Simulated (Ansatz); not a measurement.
The input, for Ansatz 0.2.0:

```yaml
crystal:
  periodic: [false, false, false]
  atoms:
    - {symbol: Si, position_ang: [0.000000, 0.000000, 4.386575]}
    - {symbol: Al, position_ang: [0.000000, 0.000000, -0.976425]}
    - {symbol: H, position_ang: [0.000000, 1.405470, -1.705075]}
    - {symbol: H, position_ang: [0.000000, -1.405470, -1.705075]}
basis:
  gaussian: {orbitals: "6-31++G**"}
magnetization: {spin_polarized: true, initial_magnetization: 3}
correlation: {method: mp2, electrons: outside_noble_gas}
output: {forces: true}
```

```sh
$ ansatz run in.yaml --threads 1 --pin off --events-out ev --progress --plain --max-ram 2393MiB
```

Log:

```
484 factors; integrals over basis functions are off by at most 1.1e-3 eV
mean field evaluation 1: about -14470.7433 eV, gradient 7.5e0 eV
mean field evaluation 2: about -14470.7539 eV, gradient 7.5e0 eV
mean field evaluation 4: about -14472.1986 eV, gradient 1.0e0 eV
mean field evaluation 8: about -14472.2328 eV, gradient 5.9e-2 eV
mean field evaluation 16: about -14471.3593 eV, gradient 5.9e0 eV
mean field evaluation 32: about -14472.1988 eV, gradient 1.6e-6 eV
mean field evaluation 64: about -14472.2307 eV, gradient 2.7e-1 eV
mean field evaluation 96: about -14472.2158 eV, gradient 6.3e-2 eV
mean field evaluation 128: about -14472.1919 eV, gradient 7.2e-1 eV
mean field evaluation 160: about -14472.2287 eV, gradient 3.5e-1 eV
mean field -14472.23295800 eV, -531.8447515748 hartree, gradient 3.0e-6 eV, S^2 3.758575; 14 other end points of the search recorded, 0 dependent functions left out
10 core orbitals not correlated: weight in the atoms' cores, before any rotation towards them, 1.000 or more for the frozen orbitals, at most 0.000 for the correlated occupied ones
reference -14472.23295800 eV, -531.8447515748 hartree; 6, 3 occupied and 42, 45 virtual orbitals, 484 factors
second order -2.54095909 eV of doubles, -0.00000000 eV of singles
the calculation of the forces begins
Total energy: -14474.77391709 eV, -531.9381300990 hartree
Atom 0 at     0.000000     0.000000     4.386575 Å, force     0.000000     0.000000    -0.036031 eV/Å
Atom 1 at     0.000000     0.000000    -0.976425 Å, force    -0.000000     0.000000     0.383481 eV/Å
Atom 2 at     0.000000     1.405470    -1.705075 Å, force     0.000000    -0.056593    -0.173725 eV/Å
Atom 3 at     0.000000    -1.405470    -1.705075 Å, force    -0.000000     0.056593    -0.173725 eV/Å
Dipole moment:     0.000000    -0.000000     0.018324 e Å
```

Forces (eV/Å):
```
Si   0.000  0.000 -0.036
Al   0.000  0.000  0.383
H    0.000 -0.057 -0.174
H    0.000  0.057 -0.174
```

Ran on 1 thread of Intel Xeon 6975P-C, shared host: 1.8 s wall, 0.17 GiB peak host memory.
